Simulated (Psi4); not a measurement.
**SiH3O (SMILES [O][SiH3]): levels of theory compared**

Aim: a comparison of 3 runs (UTPSS/6-31G, U-r2SCAN-3c/def2-mTZVPP, UB3LYP/aug-cc-pVDZ) of SiH3O. 

The calculation is run with Psi4 1.11.

1 further run of the same task is left out (set aside as unsound or not needed).

## (1) The system as given

SiH3O: 5 atoms, total charge 0, spin state doublet. SMILES: `[O][SiH3]`. The shape is that of a GFN2-xTB optimisation.

Bond lengths: O1–Si2 1.530 Å, Si2–H3 1.490 Å, Si2–H4 1.494 Å, Si2–H5 1.496 Å. Angles: O1–Si2–H3 115.3°, O1–Si2–H4 114.5°, O1–Si2–H5 114.3°, H3–Si2–H4 104.6°, H3–Si2–H5 104.2°, H4–Si2–H5 102.6°.

## (2) A single-point energy at UTPSS/6-31G (run 1)

File h3osi.inp:

```
memory 1600 MB

molecule system {
  0 2
  O
  Si 1 1.5302
  H 2 1.489553 1 115.31641
  H 2 1.49436 3 104.5891 1 126.66222
  H 2 1.495831 3 104.18118 4 107.30643
  units angstrom
  symmetry c1
  no_reorient
  no_com
}

set {
  reference            uks
  puream               true
  e_convergence        1e-09
  d_convergence        1e-08
  scf_type             pk
  dft_radial_points    99
  dft_spherical_points 590
  maxiter              200
}

energy('tpss/6-31G')
```

The run is started by

```
psi4 -i h3osi.inp -o h3osi.out -n 1
```

h3osi.out:

```text
[...]
  Running in c1 symmetry.
[...]
  Nuclear repulsion =   59.280899925807908
[...]
  Multiplicity = 2
[...]
  Nalpha       = 13
  Nbeta        = 12
[...]
    Number of basis functions: 28
[...]
   @UKS iter   1:  -366.06752035857585    8.41315e-03   2.85933e-02 DIIS/ADIIS
[...]
   @UKS iter  24:  -366.37684628773570   -2.27374e-13   3.80807e-09 DIIS
[...]
   @S^2 Observed:                7.546464960E-01
[...]
  @UKS Final Energy:  -366.37684628773570
   => Energetics <=
    Nuclear Repulsion Energy =             59.2808999258079083
    One-Electron Energy =                -623.5186211024825980
    Two-Electron Energy =                 228.5174870096429061
    DFT Exchange-Correlation Energy =     -30.6566121207039188
    Empirical Dispersion Energy =           0.0000000000000000
    VV10 Nonlocal Energy =                  0.0000000000000000
    Total Energy =                       -366.3768462877357024
[...]
 Multipole Moments:
 ------------------------------------------------------------------------------------
     Multipole            Electronic (a.u.)      Nuclear  (a.u.)        Total (a.u.)
 ------------------------------------------------------------------------------------
 L = 1.  Multiply by 2.5417464519 to convert [e a0] to [Debye]
 Dipole X            :         -0.0922516            0.0111574           -0.0810943
 Dipole Y            :         -0.2620103            0.0517776           -0.2102327
 Dipole Z            :         -2.3686797            3.1113294            0.7426497
 Magnitude           :                                                    0.7760816
[...]
```

Run time: 58 s. Hardware: 1 thread of Intel Xeon Platinum 8259CL at 2.50GHz (Skylake/Cascade Lake), shared host; peak memory 0.76 GiB.

## (3) A single-point energy at U-r2SCAN-3c/def2-mTZVPP (density fitting with cc-pvdz-jkfit, ddCOSMO dimethylsulfoxide) (run 2)

File job.dat:

```
memory 1.6 GB

molecule system {
  0 2
  O
  Si 1 R2
  H 2 R3 1 A3
  H 2 R4 3 A4 1 D4
  H 2 R5 3 A5 4 D5

  R2 = 1.5302
  R3 = 1.489553
  A3 = 115.31641
  R4 = 1.49436
  A4 = 104.5891
  D4 = 126.66222
  R5 = 1.495831
  A5 = 104.18118
  D5 = 107.30643
  symmetry c1
}

set {
  reference uks
  scf_type disk_df
  df_basis_scf cc-pvdz-jkfit
  ddx true
  ddx_model cosmo
  ddx_solvent dimethylsulfoxide
  ddx_radii_set uff
}

result = energy("r2scan-3c")
```

The run is started by

```
psi4 -i job.dat -o job.out -n 1
```

job.out:

```text
[...]
  Running in c1 symmetry.
[...]
  Nuclear repulsion =   59.280899925807915
[...]
  Multiplicity = 2
[...]
  Nalpha       = 13
  Nbeta        = 12
[...]
    Number of basis functions: 66
[...]
   @DF-UKS iter   1:  -366.09515040048046   -1.12408e-01   1.30837e-02 DIIS/ADIIS
[...]
   @DF-UKS iter  27:  -366.41605407664525   -2.44341e-08   4.50272e-07 DIIS
[...]
   @S^2 Observed:                7.588580755E-01
[...]
  @DF-UKS Final Energy:  -366.41605407664525
   => Energetics <=
    Nuclear Repulsion Energy =             59.2808999258079155
    One-Electron Energy =                -624.2512297181133363
    Two-Electron Energy =                 229.1237640630953933
    DFT Exchange-Correlation Energy =     -30.5682748438038878
    Empirical Dispersion Energy =           0.0023082809457859
    VV10 Nonlocal Energy =                  0.0000000000000000
    DD Solvation Energy =                 -0.0035217845771880
    Total Energy =                       -366.4160540766452527
[...]
 Multipole Moments:
 ------------------------------------------------------------------------------------
     Multipole            Electronic (a.u.)      Nuclear  (a.u.)        Total (a.u.)
 ------------------------------------------------------------------------------------
 L = 1.  Multiply by 2.5417464519 to convert [e a0] to [Debye]
 Dipole X            :         -0.0924701            0.0111574           -0.0813128
 Dipole Y            :         -0.2784453            0.0517776           -0.2266677
 Dipole Z            :         -2.3502532            3.1113294            0.7610762
 Magnitude           :                                                    0.7982650
[...]
```

Run time: 40 s. Hardware: 1 thread of Intel Xeon Platinum 8259CL at 2.50GHz (Skylake/Cascade Lake), shared host; peak memory 0.72 GiB.

## (4) Energy and gradient at UB3LYP/aug-cc-pVDZ (run 3)

File input.dat:

```
memory 1.6 GB

molecule mol {
  0 2
  O     -1.416610     0.267850     0.690210
  Si    -0.065850     0.007840     0.019870
  H     -0.120650    -0.242400    -1.447490
  H      0.685890    -1.159260     0.572930
  H      0.917210     1.125960     0.164480
  symmetry c1
  no_reorient
  no_com
}

set globals {
  basis aug-cc-pVDZ
  reference uks
  puream true
  e_convergence 1e-09
  d_convergence 1e-08
  scf_type pk
  dft_radial_points 99
  dft_spherical_points 590
  maxiter 200
}

e, wfn = gradient('b3lyp', return_wfn=True)
oeprop(wfn, 'WIBERG_LOWDIN_INDICES', 'QUADRUPOLE', 'LOWDIN_CHARGES', title='B3LYP')
```

The run is started by

```
psi4 input.dat output.dat -n 1
```

output.dat:

```text
[...]
  Running in c1 symmetry.
[...]
  Nuclear repulsion =   59.280886739717801
[...]
  Multiplicity = 2
[...]
  Nalpha       = 13
  Nbeta        = 12
[...]
    Number of basis functions: 77
[...]
   @UKS iter   1:  -366.15405863837572   -1.23551e-01   1.03656e-02 ADIIS/DIIS
[...]
   @UKS iter  20:  -366.46592581633149   -5.04770e-11   4.10171e-09 DIIS
[...]
   @S^2 Observed:                7.571972089E-01
[...]
  @UKS Final Energy:  -366.46592581633149
   => Energetics <=
    Nuclear Repulsion Energy =             59.2808867397178005
    One-Electron Energy =                -623.8249857476948819
    Two-Electron Energy =                 222.7883432411420870
    DFT Exchange-Correlation Energy =     -24.7101700494964405
    Empirical Dispersion Energy =           0.0000000000000000
    VV10 Nonlocal Energy =                  0.0000000000000000
    Total Energy =                       -366.4659258163314917
[...]
  -Total Gradient:
     Atom            X                  Y                   Z
    ------   -----------------  -----------------  -----------------
       1        0.104122710236    -0.023158534403    -0.059502314828
       2       -0.109114324040     0.027752288887     0.071483480721
       3        0.002745243939    -0.000283522409     0.003889255997
       4        0.001236925996     0.004249034156    -0.008837641018
       5        0.001013760603    -0.008560308114    -0.007034907446
[...]
```

It took 43 s on 1 thread of Intel Xeon Platinum 8259CL at 2.50GHz (Skylake/Cascade Lake), shared host; peak memory 1 GiB.

## (5) Overview of the runs

```csv
run,level,integrals,integral approximation,energy (Eh),dipole moment (D),HOMO energy (eV),LUMO energy (eV),wall time
1,UTPSS/6-31G,pk,none,-366.376846,1.97,-7.04,-6.44,58 s
2,"U-r2SCAN-3c/def2-mTZVPP (density fitting with cc-pvdz-jkfit, ddCOSMO dimethylsulfoxide)",disk_df,cc-pvdz-jkfit,-366.416054,2.03,-7.43,-6.49,40 s
3,UB3LYP/aug-cc-pVDZ,pk,none,-366.465926,1.49,-8.48,-5.97,43 s
```

## (6) Results

| quantity | value |
| --- | --- |
| run 3: total energy | -366.46593 Eh |
| run 3: dipole moment | 1.49 D |
| run 3: HOMO energy (highest over α and β) | -8.48 eV |
| run 3: LUMO energy (lowest over α and β) | -5.97 eV |
| run 3: ⟨S²⟩ | 0.757 |
| run 3: largest force on an atom | 6.858 eV/Å |

In words: The dipole moment (its size) runs from 1.49 D (UB3LYP/aug-cc-pVDZ) to 2.03 D (U-r2SCAN-3c/def2-mTZVPP). The two ends differ in method and basis and solvent. Totals of different functionals can't be ranked against each other. All runs together took 2.3 min, the longest 58 s.
